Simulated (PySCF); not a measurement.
MgO (singlet state).
SMILES: `[O][Mg]`

Computed with CAM-B3LYP/aug-cc-pVTZ in PySCF (dipole) on a PBE0-D3(BJ)/def2-TZVP geometry, gas phase.

Masses are those of the commonest isotopes; rigid-rotor values at the optimised geometry. 

Question: What are the moment of inertia and the rotational constant?

Answer: I = 28.810 u·Å², B = 505379 MHz·u·Å²/I = 17542 MHz (0.5851 cm⁻¹, or 0.842 K as hB/k). For two atoms I = μr² with μ = 9.5958 u and r = 1.7327 Å.

Question: List the first levels of a rigid rotor in a Σ state.

Answer: E(J) = BJ(J+1): J = 1: 1.170, J = 2: 3.511, J = 3: 7.022, J = 4: 11.703, J = 5: 17.554, J = 6: 24.576 cm⁻¹.

Question: Where do the first rotational lines fall?

Answer: The dipole is 7.95 D; J+1 ← J lies at 2B(J+1): 1 ← 0 at 35.08 GHz, 2 ← 1 at 70.17 GHz, 3 ← 2 at 105.25 GHz, 4 ← 3 at 140.33 GHz, 5 ← 4 at 175.42 GHz, 6 ← 5 at 210.50 GHz.

Not checked by PBE0-D3(BJ)/def2-TZVP frequencies. These are rigid-rotor constants of the computed structure; measured ground-state constants (B0) also hold zero-point vibration.

On one thread of an Arm Neoverse N1, shared host with 64 logical CPUs at a one-minute load of 58, this took 3.7 s of wall time and 0.31 GiB of memory at its peak. This is the CAM-B3LYP/aug-cc-pVTZ job that gave the dipole, with the excitations it also computed.
